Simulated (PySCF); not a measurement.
# Computed spin Hamiltonian

Compound: C6H7 (doublet state).
Cartesian coordinates in Å at the GFN2-xTB level; atoms count from 1:
```xyz
13
C6H7 angstrom
C     -0.905   -1.306    0.875
C     -0.250   -0.009    0.829
C     -1.065    1.139    0.235
C     -0.256    1.318   -0.817
C      0.644    0.244   -0.423
C      1.717   -0.355   -0.904
H     -0.737   -1.993    1.681
H     -1.520   -1.619    0.053
H      0.256    0.232    1.766
H     -1.990    1.574    0.564
H     -0.249    1.994   -1.652
H      2.181   -1.182   -0.394
H      2.170   -0.036   -1.829
```

The hyperfine couplings belong to this conformer and change with its torsions.

Identity: `[CH2][C@@H]1C=CC1=C` [radical].

Computed with UKS B3LYP, pcH-1 on C H, non-relativistic, mean-field spin-orbit, GIAO in PySCF 2.14.0. One conformer (not necessarily the lowest) at the GFN2-xTB geometry, without solvent, vibrations or thermal averaging. The geometry wasn't refined by DFT: couplings that depend on bond lengths, twists or pyramidal angles can differ widely from those at the functional's own minimum. The SCF solution wasn't tested for stability.

```
g1, g2, g3        : 2.00211, 2.00275, 2.00280
g_iso             : 2.00255
Form of g         : close to axial: the two nearest values differ by 7 % of g3 − g1
⟨S²⟩              : 0.7542 (exact 0.7500)
α and β electrons : 22, 21
```

Isotropic coupling and dipolar principal values T1 to T3, in G; ρ(0) is the spin density at the nucleus (MHz turned into gauss with g_iso; 10 G = 1 mT):

```csv
atom,isotope,a_iso,T1,T2,T3,Mulliken spin population,ρ(0) (bohr⁻³)
C1,13C,30.4,-28.0,-27.7,55.7,1.04,0.0757
C2,13C,-12.7,-0.6,-0.5,1.2,-0.09,-0.0317
C3,13C,25.4,-2.0,-1.4,3.4,0.03,0.0633
C4,13C,-1.0,-0.6,0.1,0.6,0.01,-0.0025
C5,13C,31.5,-3.4,-2.4,5.8,0.05,0.0786
C6,13C,0.4,-1.4,-0.9,2.3,0.04,0.0009
H7,1H,-22.2,-13.6,0.1,13.6,-0.05,-0.0139
H8,1H,-21.4,-13.3,-0.2,13.6,-0.04,-0.0134
H9,1H,2.2,-1.7,-1.4,3.1,0.00,0.0014
H10,1H,0.8,-1.3,-0.6,2.0,0.01,0.0005
H11,1H,-0.4,-0.6,-0.3,0.9,0.00,-0.0002
H12,1H,-0.4,-0.9,-0.1,1.1,0.00,-0.0002
H13,1H,1.2,-1.0,-0.4,1.4,0.00,0.0007
```

Largest spin populations (Mulliken): C1 (+1.04) and C2 (-0.09). C1 is the only atom above +0.15. The positive populations add up to 1.18 and the negative ones to -0.18, together 2S = 1. The angles at C1 add up to 359.9°, so it is planar; its axial dipolar tensor and the negative couplings of its protons fit spin in a p orbital normal to that plane.

Axes: g2 points within 11° of the C1–C2 bond.

Under fast tumbling the dipolar parts average out, and these isotropic splittings remain: 2 × 1H (H7/H8, I = 1/2, 3 lines) with 2.18 mT, 1 × 1H (H9, I = 1/2, 2 lines) with 0.22 mT, 1 × 1H (H13, I = 1/2, 2 lines) with 0.12 mT, 1 × 1H (H10, I = 1/2, 2 lines) with 0.08 mT, 1 × 1H (H12, I = 1/2, 2 lines) with 0.04 mT and 1 × 1H (H11, I = 1/2, 2 lines) with 0.04 mT.

Nuclei that the bonding pattern makes equivalent are averaged, as if the motion that swaps them (rotation, inversion, ring flip) were fast.

The 13C coupling of C5 (88.3 MHz) shows only in satellite lines or after enrichment, since that isotope makes up about 1.07 % of natural carbon.

The spin density at the nucleus, in bohr⁻³, is negative for C2 (-0.0317), H7/H8 (-0.0137) and C4 (-0.0025), for instance. A restricted open-shell determinant has no negative spin density anywhere; here it arises because α and β orbitals differ (spin polarisation).

Time: 36 s wall. Hardware: Arm Neoverse V1, one thread, on a shared host.
